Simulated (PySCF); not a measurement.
Molecule: SMILES Cl[SiH2]P, ClH4PSi.

Geometry:
```tsv
atom	x (Å)	y (Å)	z (Å)
P1	-0.144	-1.289	-1.811
Si2	-2.203	-0.864	-0.990
Cl3	-3.501	-2.312	-1.704
H4	0.076	-2.372	-0.905
H5	0.449	-0.322	-0.936
H6	-2.651	0.466	-1.490
H7	-2.275	-0.887	0.499
```

Geometry PBE0-D3(BJ)/def2-SVP throughout; GIAO in PySCF, gas phase, one conformer, non-relativistic; equivalent atoms averaged; functional PBE0.

Task: How do the absolute shieldings σ depend on the basis set? (ppm; last column core-seconds on 1 thread of an Arm Neoverse V2, shared host)

Result: 
```
    basis set  functions     P1    Si2     Cl3  H6/H7  H4/H5  core-s
       STO-3G         31  734.8  516.7  1208.7  29.76  32.10     1.4
        6-31G         47  631.9  416.7  1057.0  27.37  30.86     2.6
     pcSseg-0         47  641.0  358.5  1089.6  27.06  31.04     2.1
       6-31G*         62  605.7  393.8  1016.7  26.32  30.16     3.2
      cc-pVDZ         74  628.5  416.7  1016.4  25.68  29.70     3.6
     def2-SVP         74  631.6  407.0  1023.5  25.69  29.71     3.1
  aug-cc-pVDZ        117  628.7  426.2  1008.1  25.53  29.59     6.3
6-311+G(2d,p)        129  575.8  346.7   972.4  25.59  29.51     6.5
    def2-TZVP        135  567.0  337.0   977.6  25.57  29.53     7.3
      cc-pVTZ        158  595.9  363.2   992.6  25.58  29.54     8.9
     IGLO-III        172  584.2  352.9   980.4  25.57  29.55       9
     pcSseg-2        185  575.9  347.0   980.5  25.61  29.32     8.9
```

Task: Which nucleus moves most, in ppm?

Result: Cl3 (chlorine bonded to Si): from 972.4 ppm with 6-311+G(2d,p) to 1208.7 ppm with STO-3G. The smallest spread is 2.79 ppm, at H4/H5.

Task: Taking the largest basis, pcSseg-2 (185 functions), as the yardstick, rank the others by their worst heavy-atom deviation.

Result: 6-311+G(2d,p) 8.1 ppm (129 functions), IGLO-III 8.3 ppm (172 functions), def2-TZVP 10.0 ppm (135 functions), cc-pVTZ 20.0 ppm (158 functions), 6-31G* 46.8 ppm (62 functions), def2-SVP 60.1 ppm (74 functions), cc-pVDZ 69.7 ppm (74 functions), 6-31G 76.5 ppm (47 functions), aug-cc-pVDZ 79.3 ppm (117 functions), pcSseg-0 109.1 ppm (47 functions), STO-3G 228.2 ppm (31 functions).

A small basis that lands close on one nucleus may do so by chance; judge by the trend and by all nuclei.
